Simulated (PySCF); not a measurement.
**How the method changes the constants of BH**

State: ¹Σ⁺ (singlet), closed shell. Set-up: PySCF, no relativity, basis sets B pcseg-1, H pcseg-1. De refers to B + H in their high-spin ground configurations, without counterpoise correction. A positive dipole means B(−)H(+).

```
      Level  Re (Å)  ωe (cm⁻¹)  De (eV)  μ (D)
        RHF   1.221       2567     2.69   1.70
    RHF-MP2   1.228       2510     3.32    n/a
RHF-SCS-MP2   1.229       2501     3.41    n/a
   RHF-CCSD   1.236       2430     3.46    n/a
RHF-CCSD(T)   1.237       2424     3.47    n/a
        PBE   1.263       2262     3.48   1.36
     r²SCAN   1.249       2337     3.43   1.46
       PBE0   1.247       2370     3.47   1.47
    r²SCAN0   1.239       2408     3.42   1.51
      B97-3   1.241       2396     3.57   1.50
  BHandHLYP   1.229       2478     3.53   1.56
```

(1) Which functional lies closest to RHF-CCSD(T) in De, which farthest, and by how much do they differ from it?

Measured (Huber and Herzberg, Constants of Diatomic Molecules (1979)): Re = 1.2324 Å, ωe = 2366.9 cm⁻¹.

Correlated steps freeze 1 core orbital. Correlated levels converge slowly with the basis: in double zeta they bind strong bonds too weakly, by up to about 1 eV, and carry superposition errors of some tenths. Where the molecule has an RHF reference, its open-shell atoms are computed with UHF.

## Answers

(1) Closest is PBE0 (+1.0 pm in Re, -2.2 % in ωe, +0.00 eV in De against RHF-CCSD(T) in the same basis), farthest B97-3 (+0.4 pm in Re, -1.2 % in ωe, +0.10 eV in De). CCSD(T) converges more slowly with the basis than the functionals do and binds too weakly in this one, so the order can change at the basis-set limit.
